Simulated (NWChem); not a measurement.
Molecule: propane (C3H8); SMILES CCC

Program: NWChem. All runs use the structure optimised with PBE0/def2-SVP.

Predict the results for B3LYP/aug-cc-pVTZ. Quantities: highest occupied level (eV); orbital gap (eV); dipole (D).


```yaml
highest occupied level (eV): -8.91
orbital gap (eV): 8.65
dipole (D): 0.10
```
